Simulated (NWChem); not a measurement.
# CHO cation

```xyz
3

C      0.0000     0.0000    -0.5149
O      0.0000     0.0000     0.5895
H      0.0000     0.0000    -1.6262
```
Atoms are numbered in this order, from 1.

Results from NWChem. Pople sets run with spherical d functions. All runs use the structure optimised with PBE0/def2-SVP.

For level PW91/6-31G*:

```
Item                         Result
---------------------------  ------
highest occupied level (eV)  -21.23
orbital gap (eV)               9.83
```

What are these values for level B3LYP/6-31G*?

The highest occupied level (eV) is -22.52 and the orbital gap (eV) is 12.19.
